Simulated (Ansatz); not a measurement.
Ansatz (a first-principles code) input (B3LYP/6-311+G**): The .json file is the Basis Set Exchange's 6-311+G**.

Ansatz 0.2 input:
```yaml
crystal:
  periodic: [false, false, false]
  atoms:
    - {symbol: N, position_ang: [-0.00000000, -0.00000000, -0.12998002]}
    - {symbol: H, position_ang: [0.00000000, 0.00000000, 0.90986017]}
basis:
  gaussian:
    orbitals: 6-311+G__.json
hamiltonian:
  xc: {name: B3LYP}
total_charge: 1
magnetization: {spin_polarized: true, initial_magnetization: 1}
```

From the last part of the output:

```
WARN ansatz: RAYON_NUM_THREADS=1 ignored (pool sized by the plan → 1); use --threads N
Functional definition: B3LYP
integrals: 0.00 GiB planned
224 factors; their error is unknown
mean field: 0.06 GiB planned
mean field evaluation 1: about -1487.8524 eV, gradient 2.0e1 eV
mean field evaluation 2: about -1488.6741 eV, gradient 1.4e1 eV
mean field evaluation 4: about -1489.4804 eV, gradient 7.8e-2 eV
mean field evaluation 8: about -1489.4708 eV, gradient 8.3e-4 eV
mean field evaluation 16: about -1489.5087 eV, gradient 5.3e-1 eV
mean field evaluation 32: about -1489.3378 eV, gradient 2.1e0 eV
mean field -1489.51509465 eV, -54.7386700987 hartree, gradient 2.7e-5 eV, S^2 1.003488; 5 other end points of the search recorded, 0 dependent functions left out
reference -1489.51518586 eV, -54.7386734508 hartree; 4, 3 occupied and 24, 25 virtual orbitals, 224 factors
Total energy: -1489.51518586 eV, -54.7386734508 hartree
```

The dipole moment of an ion depends on the origin.

The determinant is spin-contaminated: <S^2> is 1.00 against 0.75 for a pure state.
